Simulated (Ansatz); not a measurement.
Write a Python script for Ansatz 0.2.0, Python API that makes a ranking of conformers of C2H4F2OS, SMILES O=S(CF)CF. Use (for the species named): B3LYP, def2-SVP basis, multiplicity 1.

Script `conformers.py`:
```python
# -*- coding: utf-8 -*-
'''Rank force-field conformers of C2H4F2OS by single points.'''

import ansatz as az
from rdkit import Chem
from rdkit.Chem import AllChem


def main():
    rd = Chem.AddHs(Chem.MolFromSmiles('O=S(CF)CF'))
    ids = list(AllChem.EmbedMultipleConfs(rd, numConfs=20, randomSeed=439, pruneRmsThresh=0.4))
    field = [energy for _, energy in AllChem.MMFFOptimizeMoleculeConfs(rd)]
    distinct = {round(e, 2): i for i, e in zip(ids, field)}
    chosen = sorted(distinct.items())[:5]
    found = []
    for force_field, index in chosen:
        geometry = az.Crystal.molecule()
        for atom, xyz in zip(rd.GetAtoms(), rd.GetConformer(index).GetPositions()):
            geometry = geometry.atom(atom.GetSymbol(), xyz.round(5).tolist())
        setup = geometry.calculation().basis(gaussian='def2-SVP').functional('b3lyp')
        found.append(setup.run().report['free_energy_ev'])
    print('conformer   MMFF (kcal/mol)   this level (eV)')
    for (force_field, index), e in zip(chosen, found):
        print(f'{index:9d} {force_field - chosen[0][0]:17.2f} {(e - min(found)):17.3f}')


if __name__ == '__main__':
    main()
```

Running `python conformers.py` prints:
```text
conformer   MMFF (kcal/mol)   this level (eV)
        2              0.00             0.000
        1              0.61             0.106
        4              1.04             0.071
        7              3.08             0.092
        6              6.48             0.216
```

What to keep in mind:
- The conformers keep their force-field geometries.
- b3lyp holds the VWN-RPA fit, as in Gaussian; the form of ORCA and Turbomole is b3lyp5.
- Timing: 16 s on 1 thread of Arm Neoverse V2, with other jobs on the host, peak memory 0.34 GiB.
